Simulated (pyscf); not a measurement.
H₃C–CH₂–ZnH (SMILES C[CH2][ZnH]) -> H₂C=CH₂ (SMILES C=C) + ZnH₂ (SMILES [ZnH2]), gas phase, singlet surface. PySCF, gas phase, ωB97X-D3(BJ)/def2-SVP geometries. MP2 and CC: frozen core, UHF for open shells. ΔMP2 is the change of the MP2 total energy from the triple- to the quadruple-zeta basis. ΔG in kcal/mol from CCSD(T)/def2-TZVPP + ΔMP2(QZVPP) energies (ideal gas, 1 atm, RRHO with modes under 100 cm⁻¹ raised to 100, one conformer, R ln 2 for chiral ones without a mode under 150 cm⁻¹).

```csv
T (K),ΔG
298,+16.7
600,+7.8
900,?
1200,-9.4
```

Fit a line to the three values, predict ΔG at 900 K, and estimate where the reaction turns favourable at 1 atm of each gas.

Least squares gives ΔG = +25.2 − 28.9 × T/1000 K, so ΔS is about +121 J/(mol K) and ΔH about +25.2 kcal/mol over this range (ΔH at 298 K: +25.4). At 900 K the line gives -0.8; the computed value is -0.9. ΔG = 0 falls near 870 K; 1 kcal/mol in the energy moves that by 35 K. This is thermodynamics alone and says nothing of the barrier. The CCSD(T) − MP2 part came from Ansatz, without density fitting, on the same reference. The frozen core leaves the outer d or s,p core shells of the metals and heavy elements correlated in the MP2 and CC values, and def2-TZVPP describes them poorly, which can shift differences by a few kcal/mol. Elements up to Kr have no core potential and no relativistic terms here.
